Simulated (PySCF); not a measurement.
## Basis set benchmark on one molecule

Molecule: SMILES [C-]#[O+], CO.

Molfile (atoms numbered from 1):
```
CO
     RDKit          3D

  2  1  0  0  0  0  0  0  0  0999 V2000
    0.5874   -0.0803    0.0067 C   0  0  0  0  0  0  0  0  0  0  0  0
   -0.5377   -0.0074   -0.0289 O   0  0  0  0  0  0  0  0  0  0  0  0
  1  2  3  0
M  CHG  2   1  -1   2   1
M  END
```

Geometry PBE0-D3(BJ)/def2-SVP throughout; GIAO in PySCF 2.14, gas phase, one conformer, non-relativistic; equivalent atoms averaged; functional PBE0.

Reference values (CCSD(T)/pcSseg-4; gas (isolated, no vibration); G. L. Stoychev, PhD thesis, Univ. Bonn 2021 (Stoychev, Auer, Izsak, Neese, JCTC 2018, 14, 619)): σ(C1) = 2.6 ppm, σ(O2) = -55.4 ppm.

How do the basis sets STO-3G, 6-31G, pcSseg-0, 6-31G*, def2-SVP, cc-pVDZ, pcSseg-1, aug-cc-pVDZ, 6-311+G(2d,p), cc-pVTZ, def2-TZVP, IGLO-III, pcSseg-2, pcSseg-3 perform against the reference? Times are CPU seconds on shared hosts with different chips, so compare them loosely.

Answers


| basis set | functions | C1 | O2 | abs. error C | abs. error O | core-s |
| --- | --- | --- | --- | --- | --- | --- |
| STO-3G | 10 | 51.8 | 35.9 | 49.2 | 91.3 | 0.19 |
| 6-31G | 18 | 8.9 | -74.4 | 6.3 | 19.0 | 0.51 |
| pcSseg-0 | 18 | -20.4 | -116.5 | 23.0 | 61.1 | 0.8 |
| 6-31G* | 28 | 13.9 | -41.9 | 11.3 | 13.5 | 0.56 |
| def2-SVP | 28 | 8.6 | -43.7 | 6.0 | 11.7 | 0.53 |
| cc-pVDZ | 28 | 9.0 | -50.3 | 6.4 | 5.1 | 0.96 |
| pcSseg-1 | 34 | -17.6 | -88.9 | 20.2 | 33.5 | 1.6 |
| aug-cc-pVDZ | 46 | 5.7 | -41.7 | 3.1 | 13.7 | 1.1 |
| 6-311+G(2d,p) | 54 | -9.0 | -72.6 | 11.6 | 17.2 | 0.73 |
| cc-pVTZ | 60 | -9.2 | -76.6 | 11.8 | 21.2 | 1.3 |
| def2-TZVP | 62 | -10.8 | -78.5 | 13.4 | 23.1 | 0.85 |
| IGLO-III | 70 | -17.3 | -82.9 | 19.9 | 27.5 | 1.4 |
| pcSseg-2 | 72 | -18.8 | -85.2 | 21.4 | 29.8 | 0.83 |
| pcSseg-3 | 144 | -19.6 | -85.9 | 22.2 | 30.5 | 3.7 |

For $^{13}$C the closest is aug-cc-pVDZ (3.1 ppm) and the furthest STO-3G (49.2 ppm).

For $^{17}$O the closest is cc-pVDZ (5.1 ppm) and the furthest STO-3G (91.3 ppm). Where a smaller basis beats a larger one, errors probably cancel; the largest sets show where the functional converges. One molecule is a small sample, and the reference may use another geometry.

A small basis that lands close on one nucleus may do so by chance; judge by the trend and by all nuclei.
